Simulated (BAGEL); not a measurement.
# One shape, several levels: CH6PSi− (SMILES [SiH3]C[PH-])

We compute a comparison of 4 runs (B3LYP/6-31G*, B3LYP/def2-SVPD, PBE0/def2-SVPD, RI-MP2/def2-SVPD) of CH6PSi−. 

Program for the calculation: BAGEL 1.2.2.

**1. The structure to begin with**

The species is CH6PSi− (9 atoms), meant as a singlet with charge -1. SMILES: `[SiH3]C[PH-]`. Geometry: relaxed at GFN2-xTB. This is one conformer, not always the lowest.

Bond lengths: Si1–C2 1.880 Å, C2–P3 1.870 Å, Si1–H4 1.465 Å, Si1–H5 1.491 Å, Si1–H6 1.470 Å, C2–H7 1.093 Å, C2–H8 1.093 Å, P3–H9 1.367 Å. Some angles: Si1–C2–P3 109.2°, Si1–C2–H7 111.0°, Si1–C2–H8 112.9°, P3–C2–H7 106.0°, P3–C2–H8 110.1°, C2–Si1–H4 112.8°, C2–Si1–H5 111.1°, C2–Si1–H6 112.8°, C2–P3–H9 93.7°, H7–C2–H8 107.5°.

**2. A single-point energy at B3LYP/6-31G(d) (density fitting with qzvpp-jkfit, spherical functions) (run 1)**

The input, input.json:

```json
{ "bagel" : [

{
  "title" : "molecule",
  "basis" : "6-31gs.json",
  "df_basis" : "qzvpp-jkfit",
  "angstrom" : true,
  "geometry" : [
    { "atom" : "Si", "xyz" : [   -0.853540,    0.242740,   -0.615860 ] },
    { "atom" : "C", "xyz" : [    0.898270,   -0.137970,   -0.049350 ] },
    { "atom" : "P", "xyz" : [    0.828870,   -1.136870,    1.529700 ] },
    { "atom" : "H", "xyz" : [   -1.624840,   -0.963790,   -0.923120 ] },
    { "atom" : "H", "xyz" : [   -0.849130,    1.052440,   -1.867700 ] },
    { "atom" : "H", "xyz" : [   -1.597930,    1.064120,    0.349380 ] },
    { "atom" : "H", "xyz" : [    1.417680,   -0.764720,   -0.778630 ] },
    { "atom" : "H", "xyz" : [    1.502470,    0.760760,    0.100680 ] },
    { "atom" : "H", "xyz" : [    0.278150,   -0.116710,    2.254910 ] }
  ]
},
{ "title" : "ks", "xc_func" : "b3lyp", "charge" : -1 },
{ "title" : "print", "file" : "orbitals.molden", "orbitals" : true }

]}
```

The basis set 6-31G* is read from a file made from the Basis Set Exchange's data (not shown).

Launch:

```console
$ BAGEL_NUM_THREADS=1 BAGEL input.json > input.out
```

Standard output:

```text
* using 1 threads per process

  ===============================================================
  ===============================================================

  *** Geometry ***

  { "atom" : "Si", "xyz" : [     -1.612957,      0.458712,     -1.163807 ] },
  { "atom" : "C", "xyz" : [      1.697484,     -0.260726,     -0.093258 ] },
  { "atom" : "P", "xyz" : [      1.566337,     -2.148373,      2.890714 ] },
[... 5 lines of this table left out ...]
  { "atom" : "H", "xyz" : [      0.525627,     -0.220550,      4.261162 ] },

  Number of auxiliary basis functions:      439

  Since a DF basis is specified, we compute 2- and 3-index integrals:
    o Being stored without compression. Storage requirement is 0.014 GB

  Number of basis functions:       62
  Number of electrons      :       41

    * METHOD: MOLECULE                             0.15

  *** Kohn-Sham DFT ***

    * Removing 15462 points whose weight is below 1.00e-10
    * Grid points: 118692

  === Nuclear Repulsion ===
   140.8355910715

       - DIIS with orbital gradients will be used.

  === KS iteration (b3lyp / 6-31gs.json) ===
      0       -649.22788374          0.15260570           0.22
      1       -644.71201073          0.10217835           0.21
      2       -649.08565690          0.14945712           0.21
[... 18 lines of this table left out ...]
     21       -672.53464828          0.00000001           0.21
    * SCF iteration converged.

    * Permanent dipole moment:
           (    0.531955,    -1.132341,     1.420264) a.u.

    * METHOD: KS                                   5.07

    * METHOD: PRINT                                0.01

  ===============================================================
```

Wall time 5.4 s (1 thread of Arm Neoverse V2, shared host); peak memory 0.37 GiB.

**3. The energy at B3LYP/def2-SVPD (density fitting with qzvpp-jkfit) (run 2)**

The input, dft.json:

```json
{ "bagel": [

{
  "title": "molecule",
  "basis": "def2-svpd.json",
  "df_basis": "qzvpp-jkfit",
  "angstrom": true,
  "geometry": [
    { "atom": "Si", "xyz": [   -0.853540,    0.242740,   -0.615860 ] },
    { "atom": "C", "xyz": [    0.898270,   -0.137970,   -0.049350 ] },
    { "atom": "P", "xyz": [    0.828870,   -1.136870,    1.529700 ] },
    { "atom": "H", "xyz": [   -1.624840,   -0.963790,   -0.923120 ] },
    { "atom": "H", "xyz": [   -0.849130,    1.052440,   -1.867700 ] },
    { "atom": "H", "xyz": [   -1.597930,    1.064120,    0.349380 ] },
    { "atom": "H", "xyz": [    1.417680,   -0.764720,   -0.778630 ] },
    { "atom": "H", "xyz": [    1.502470,    0.760760,    0.100680 ] },
    { "atom": "H", "xyz": [    0.278150,   -0.116710,    2.254910 ] }
  ]
},
{
  "title": "ks",
  "xc_func": "b3lyp",
  "charge": -1
},
{
  "title": "print",
  "file": "orbitals.molden",
  "orbitals": true
}

]}
```

The basis set def2-SVPD is read from a file made from the Basis Set Exchange's data (not shown).

Launch:

```console
$ BAGEL_NUM_THREADS=1 BAGEL dft.json > dft.out
```

Standard output:

```text
* using 1 threads per process

  ===============================================================
  ===============================================================

  *** Geometry ***

  { "atom" : "Si", "xyz" : [     -1.612957,      0.458712,     -1.163807 ] },
  { "atom" : "C", "xyz" : [      1.697484,     -0.260726,     -0.093258 ] },
  { "atom" : "P", "xyz" : [      1.566337,     -2.148373,      2.890714 ] },
[... 5 lines of this table left out ...]
  { "atom" : "H", "xyz" : [      0.525627,     -0.220550,      4.261162 ] },

  Number of auxiliary basis functions:      439

  Since a DF basis is specified, we compute 2- and 3-index integrals:
    o Being stored without compression. Storage requirement is 0.047 GB

  Number of basis functions:      116
  Number of electrons      :       41

    * METHOD: MOLECULE                             0.18

  *** Kohn-Sham DFT ***

    * Removing 15462 points whose weight is below 1.00e-10
    * Grid points: 118692

  === Nuclear Repulsion ===
   140.8355910715

       - DIIS with orbital gradients will be used.

  === KS iteration (b3lyp / def2-svpd.json) ===
      0       -649.87359378          0.08644729           0.43
      1       -643.44206279          0.11189427           0.42
      2       -647.64607003          0.09747367           0.41
[... 17 lines of this table left out ...]
     20       -672.36775200          0.00000001           0.39
    * SCF iteration converged.

    * Permanent dipole moment:
           (    0.343405,    -0.864433,     1.232626) a.u.

    * METHOD: KS                                   8.97

    * METHOD: PRINT                                0.02

  ===============================================================
```

Wall time 9.3 s (1 thread of Arm Neoverse V2, shared host); peak memory 0.61 GiB.

Run 3 isn't shown in full; the table further down has it.

**4. A single-point energy at RI-MP2/def2-SVPD (density fitting with qzvpp-jkfit) (run 4)**

The input, calc.json:

```json
{ "bagel": [

{
  "title": "molecule",
  "basis": "def2-svpd.json",
  "df_basis": "qzvpp-jkfit",
  "angstrom": true,
  "geometry": [
    { "atom": "Si", "xyz": [      -0.853540,       0.242740,      -0.615860 ] },
    { "atom": "C", "xyz": [       0.898270,      -0.137970,      -0.049350 ] },
    { "atom": "P", "xyz": [       0.828870,      -1.136870,       1.529700 ] },
    { "atom": "H", "xyz": [      -1.624840,      -0.963790,      -0.923120 ] },
    { "atom": "H", "xyz": [      -0.849130,       1.052440,      -1.867700 ] },
    { "atom": "H", "xyz": [      -1.597930,       1.064120,       0.349380 ] },
    { "atom": "H", "xyz": [       1.417680,      -0.764720,      -0.778630 ] },
    { "atom": "H", "xyz": [       1.502470,       0.760760,       0.100680 ] },
    { "atom": "H", "xyz": [       0.278150,      -0.116710,       2.254910 ] }
  ]
},

{
  "title": "hf",
  "charge": -1
},

{
  "title": "mp2",
  "charge": -1,
  "ncore": 11
}

]}
```

The basis set def2-SVPD is read from a file made from the Basis Set Exchange's data (not shown).

Launch:

```console
$ BAGEL_NUM_THREADS=1 BAGEL calc.json > calc.out
```

Standard output:

```text
* using 1 threads per process

  ===============================================================
  ===============================================================

  *** Geometry ***

  { "atom" : "Si", "xyz" : [     -1.612957,      0.458712,     -1.163807 ] },
  { "atom" : "C", "xyz" : [      1.697484,     -0.260726,     -0.093258 ] },
  { "atom" : "P", "xyz" : [      1.566337,     -2.148373,      2.890714 ] },
[... 5 lines of this table left out ...]
  { "atom" : "H", "xyz" : [      0.525627,     -0.220550,      4.261162 ] },

[... 23 lines left out ...]
    * SCF iteration converged.
[... 1 line left out ...]
    * Permanent dipole moment:
[... 2 lines left out ...]
    * METHOD: HF                                   1.02

  *** RHF ***

  === Nuclear Repulsion ===
   140.8355910715

      * DIIS with orbital gradients will be used.

  === RHF iteration (def2-svpd.json) ===
      0       -670.77235802          0.00000001           0.06
    * SCF iteration converged.

    * Permanent dipole moment:
           (    0.555128,    -1.075900,     1.482324) a.u.

  === DF-MP2 calculation ===

    * freezing 11 orbitals
    * 3-index integral transformation done
    * assembly done

      MP2 correlation energy:   -0.4042642027      0.04

      MP2 total energy:       -671.1766222233

    * METHOD: MP2                                  0.17

  ===============================================================
```

Wall time 1.5 s (1 thread of Arm Neoverse V2, shared host); peak memory 0.14 GiB.

**5. All runs side by side**

```csv
run,level,frozen core orbitals,energy (Eh),HOMO energy (eV),LUMO energy (eV),HOMO–LUMO gap (eV),wall time
1,"B3LYP/6-31G* (density fitting with qzvpp-jkfit, spherical functions)",–,-672.534648,1.70,5.27,3.58,5.4 s
2,B3LYP/def2-SVPD (density fitting with qzvpp-jkfit),–,-672.367752,1.12,4.02,2.90,9.3 s
3,PBE0/def2-SVPD (density fitting with qzvpp-jkfit),–,-672.018071,0.94,4.24,3.31,8.4 s
4,RI-MP2/def2-SVPD (density fitting with qzvpp-jkfit),11,-671.176622,–,–,–,1.5 s
```

**6. Summary of results**

| quantity | value |
| --- | --- |
| run 4: total energy | -671.17662 Eh |
| run 4: correlation energy (11 core orbitals frozen) | -404.3 mEh |

In words: Over runs 1, 2, 3 the HOMO–LUMO gap runs from 2.90 eV (B3LYP/def2-SVPD) to 3.58 eV (B3LYP/6-31G*). The empty levels of an anion lie above zero and hang on the basis. Totals of different functionals can't be ranked against each other. In runs 1, 2, 3 the HOMO lies above zero, so the outermost electron may be held by the basis alone. All runs together took 25 s, the longest 9.3 s.
